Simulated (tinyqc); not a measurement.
Geometry optimisation on the RHF/sto-3g surface (energies and gradients from PySCF), for LiH, spin multiplicity 1, step by step. Computed by tinyqc, a small Python program that keeps every step (integrals from PySCF). Settings: charge = 0, multiplicity = 1, basis = sto-3g, optimiser = bfgs, first Hessian = 0.6, largest step = 0.5, iteration cap = 30. Command: `OMP_NUM_THREADS=1 python tinyqc.py 31161 31162 out.jsonl` (the two numbers bound the seeds that draw the settings). One thread of a shared host (Intel(R) Xeon(R) Processor @ 2.60GHz), about 0.3 s of CPU time with the checks.

## Step 1: energy and gradient

positions at the start (bohr), order 1Li, 2H:
$$\begin{pmatrix}
0.000000 & 0.000000 & 0.000000 \\
0.000000 & 0.000000 & 2.664514
\end{pmatrix}$$

Self-consistent energy and analytic gradient at these positions.

energy = -7.86105251 hartree

gradient (hartree/bohr), order 1Li, 2H:
$$\begin{pmatrix}
0.00000000 & 0.00000000 & 0.02570685 \\
0.00000000 & 0.00000000 & -0.02570685
\end{pmatrix}$$

## Step 1: move

Quasi-Newton step p = -H^(-1) g (first H = 0.6 times the unit matrix); steps longer than 0.5 bohr are cut back.

positions after step 1 (bohr), order 1Li, 2H:
$$\begin{pmatrix}
0.000000 & 0.000000 & -0.042845 \\
0.000000 & 0.000000 & 2.707359
\end{pmatrix}$$

## Step 2: energy and gradient

As before.

energy = -7.86270823 hartree

gradient (hartree/bohr), order 1Li, 2H:
$$\begin{pmatrix}
0.00000000 & 0.00000000 & 0.01321186 \\
0.00000000 & 0.00000000 & -0.01321186
\end{pmatrix}$$

## Step 2: move

inverse Hessian in use (bohr^2/hartree):
$$\begin{pmatrix}
1.666667 & 0.000000 & 0.000000 & 0.000000 & 0.000000 & 0.000000 \\
0.000000 & 1.666667 & 0.000000 & 0.000000 & 0.000000 & 0.000000 \\
0.000000 & 0.000000 & 2.547811 & 0.000000 & 0.000000 & -0.881144 \\
0.000000 & 0.000000 & 0.000000 & 1.666667 & 0.000000 & 0.000000 \\
0.000000 & 0.000000 & 0.000000 & 0.000000 & 1.666667 & 0.000000 \\
0.000000 & 0.000000 & -0.881144 & 0.000000 & 0.000000 & 2.547811
\end{pmatrix}$$

Quasi-Newton step p = -H^(-1) g (the inverse Hessian comes from BFGS updates; coordinates in the order x, y, z of each atom); steps longer than 0.5 bohr are cut back.

positions after step 2 (bohr), order 1Li, 2H:
$$\begin{pmatrix}
0.000000 & 0.000000 & -0.088148 \\
0.000000 & 0.000000 & 2.752661
\end{pmatrix}$$

## Step 3: energy and gradient

As before.

energy = -7.86337031 hartree

gradient (hartree/bohr), order 1Li, 2H:
$$\begin{pmatrix}
0.00000000 & 0.00000000 & 0.00166947 \\
0.00000000 & 0.00000000 & -0.00166947
\end{pmatrix}$$

## Step 3: move

inverse Hessian in use (bohr^2/hartree):
$$\begin{pmatrix}
1.666667 & 0.000000 & 0.000000 & 0.000000 & 0.000000 & 0.000000 \\
0.000000 & 1.666667 & 0.000000 & 0.000000 & 0.000000 & 0.000000 \\
0.000000 & 0.000000 & 2.795790 & 0.000000 & 0.000000 & -1.129123 \\
0.000000 & 0.000000 & 0.000000 & 1.666667 & 0.000000 & 0.000000 \\
0.000000 & 0.000000 & 0.000000 & 0.000000 & 1.666667 & 0.000000 \\
0.000000 & 0.000000 & -1.129123 & 0.000000 & 0.000000 & 2.795790
\end{pmatrix}$$

As before.

positions after step 3 (bohr), order 1Li, 2H:
$$\begin{pmatrix}
0.000000 & 0.000000 & -0.094700 \\
0.000000 & 0.000000 & 2.759214
\end{pmatrix}$$

## Convergence

Stop when the largest gradient component is below 3e-5 hartree/bohr. The inverse Hessian follows the BFGS update with s = step, y = change of gradient.

Course of the optimisation:
```
step  E (hartree)  largest gradient (hartree/bohr)
1     -7.86105251                         2.57e-02
2     -7.86270823                         1.32e-02
3     -7.86337031                         1.67e-03
4     -7.86338206                         1.29e-04
5     -7.86338213                         1.39e-06
```

Final distances (angstrom):
```
pair    distance
2H-1Li  1.510805
```

Converged in 5 steps.
